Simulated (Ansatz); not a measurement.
# AlH3O (triplet): the correlation ladder at distance Al1–H4 along a hydrogen transfer = 1.697 Å, cc-pVDZ

How much of the correlation energy of AlH3O (triplet) does each wave-function method recover here?

Method: cc-pVDZ, correlated electrons: outside noble gas; program: Ansatz 0.2.0, Gaussian basis.

Plan: UHF; CCSD(T) on ROHF; CCSD(T) on UHF; BCCD(T) on ROHF; CISD; CCSDT(Q) on ROHF; CCSDT(Q) on UHF; CASSCF and MRCISD+Q, 4 electrons in 4 orbitals; CASSCF and NEVPT2, 4 electrons in 4 orbitals.

### 1 The system

The geometry derives from fragments relaxed apart (PBE0/def2-TZVP) and kept rigid, so it is no stationary point. A hydrogen atom is moved between rigid fragments.

5 atoms, charge 0, spin multiplicity 3.

Atoms are counted from 1 here; the program's logs count them from 0.

Bond lengths: Al1–H2 1.586 Å, Al1–H3 1.586 Å, Al1–H4 1.697 Å, H4–O5 1.268 Å. Angles: H2–Al1–H3 120.0°, H2–Al1–H4 120.0°, H3–Al1–H4 120.0°, Al1–H4–O5 180.0°.

In the tables R marks a restricted open-shell determinant and U an unrestricted one; 'pair' is the active space of 4 electrons in 4 orbitals; correlation energies count from the lowest restricted Hartree-Fock solution.

### 2 UHF

The input, in.yaml:

```yaml
crystal:
  periodic: [false, false, false]
  atoms:
    - {symbol: Al, position_ang: [-1.033594, 0.000000, 0.000000]}
    - {symbol: H, position_ang: [-1.826518, 1.373384, 0.000000]}
    - {symbol: H, position_ang: [-1.826518, -1.373384, 0.000000]}
    - {symbol: H, position_ang: [0.663406, 0.000000, 0.000000]}
    - {symbol: O, position_ang: [1.931406, 0.000000, 0.000000]}
basis:
  gaussian: {orbitals: cc-pVDZ}
magnetization: {spin_polarized: true, initial_magnetization: 2}
hamiltonian: {xc: hf}
output: {orbitals: {seedname: orbitals}}
```

Launch:

```bash
$ ansatz run in.yaml --threads 1 --pin off --events-out ev --progress --plain --max-ram 2393MiB
```

The runs that follow: CCSD(T) on ROHF; CCSD(T) on UHF; BCCD(T) on ROHF; CISD; CCSDT(Q) on ROHF; CCSDT(Q) on UHF; CASSCF and MRCISD+Q, 4 electrons in 4 orbitals; CASSCF and NEVPT2, 4 electrons in 4 orbitals.

Before running them: what should the planned runs give, taken together? Wanted: correlation energy, UCCSDT(Q); RMP2 from UCCSDT(Q); UMP2 from UCCSDT(Q); RCCSD from UCCSDT(Q); RCCSD(T) from UCCSDT(Q); UCCSD(T) from UCCSDT(Q); RCCSDT(Q) from UCCSDT(Q); NEVPT2 pair from UCCSDT(Q); MRCISD+Q pair from UCCSDT(Q).

As calculated:

| quantity | value |
| --- | --- |
| correlation energy, UCCSDT(Q) | -7.1880 eV |
| RMP2 from UCCSDT(Q) | +1154.1 meV |
| UMP2 from UCCSDT(Q) | +1223.8 meV |
| RCCSD from UCCSDT(Q) | +149.6 meV |
| RCCSD(T) from UCCSDT(Q) | +36.5 meV |
| UCCSD(T) from UCCSDT(Q) | +35.3 meV |
| RCCSDT(Q) from UCCSDT(Q) | +1.0 meV |
| NEVPT2 pair from UCCSDT(Q) | +1081.8 meV |
| MRCISD+Q pair from UCCSDT(Q) | +64.5 meV |
| levels within 1 kcal/mol (43 meV) | RCCSD(T), UCCSD(T), BCCD(T), RCCSDT, UCCSDT, RCCSDT(Q) |
| T1 diagnostic | 0.032 |

What this shows: RCCSD(T) lands +36.5 meV from the yardstick (0.5 % of the correlation energy). Of the multireference levels listed MRCISD+Q pair comes nearest (+64.5 meV). These misses are within one basis and frozen core, not against nature; frozen cores of the runs differ by up to some meV.
